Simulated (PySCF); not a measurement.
## acetylene and chloride

A complex built from acetylene and chloride; charge -1, singlet.

| part | name | SMILES | atoms | charge | multiplicity |
| --- | --- | --- | --- | --- | --- |
| 1 | acetylene | C#C | 1–4 | 0 | 1 |
| 2 | chloride | [Cl-] | 5 | -1 | 1 |

```xyz
5

C     0.651   -0.073   -0.048
C    -0.531    0.029    0.156
H     1.696   -0.165   -0.226
H    -1.609    0.127    0.340
Cl   -3.794    0.351    0.716
```
(Å; atoms numbered from 1)

In these coordinates H4···Cl5 is 2.229 Å. Part 2 is then moved rigidly along that line, all else held; at short range other atoms may come into contact.

The starting structure comes from a short search with a few starts; no frequency run checks that it is a minimum, and another way of binding may lie lower.

Level of theory: CCSD(T)/aug-cc-pVDZ and MP2/aug-cc-pVTZ, aug-cc-pVQZ counterpoise interaction energy, frozen core, gas phase, in PySCF 2.14.0. Geometry: PBE0-D3(BJ)/def2-TZVPD.

Counterpoise energies in kcal/mol, cluster less the parts frozen as they stand in it; small is aug-cc-pVDZ, large aug-cc-pVQZ. Estimated limit: HF in aug-cc-pVQZ, MP2 correlation extrapolated as X⁻³ from aug-cc-pVTZ and aug-cc-pVQZ, and CCSD(T) less MP2 in aug-cc-pVDZ; it isn't the exact limit.

How do the values run over the points 2.006, 2.118, 2.229, 2.340, 2.452, 2.786, 3.344, 4.458?


```csv
H4···Cl5 (Å),HF large,MP2 large,SCS-MP2 large,CCSD(T) small,CCSD(T) limit est.
2.006,-6.35,-9.95,-8.67,-7.53,-9.62
2.118,-7.98,-10.86,-9.78,-8.90,-10.61
2.229,-8.85,-11.15,-10.25,-9.59,-10.97
2.340,-9.22,-11.04,-10.28,-9.82,-10.92
2.452,-9.25,-10.69,-10.04,-9.73,-10.60
2.786,-8.33,-9.00,-8.60,-8.54,-8.97
3.344,-6.10,-6.21,-6.02,-6.03,-6.20
4.458,-3.17,-3.05,-2.99,-2.97,-3.03
```

The 8 runs took 7.2 min in all, one thread each of Arm Neoverse V2 on a shared host, launched as `OMP_NUM_THREADS=1 python cluster_run.py task.json out`.
